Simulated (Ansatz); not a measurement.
Species: H₂N, SMILES `[NH2]` (charge 0, multiplicity 2).

Task: Give a relaxed geometry from PBE0-D4/def2-TZVP in Ansatz (a program for electronic structure).

Result: the end point of this relaxation (outside a Z-matrix the atoms follow the SMILES, hydrogens last).
Z-matrix (Å, degrees):
```
N
H 1 1.0269
H 1 1.0269 2 103.09
```
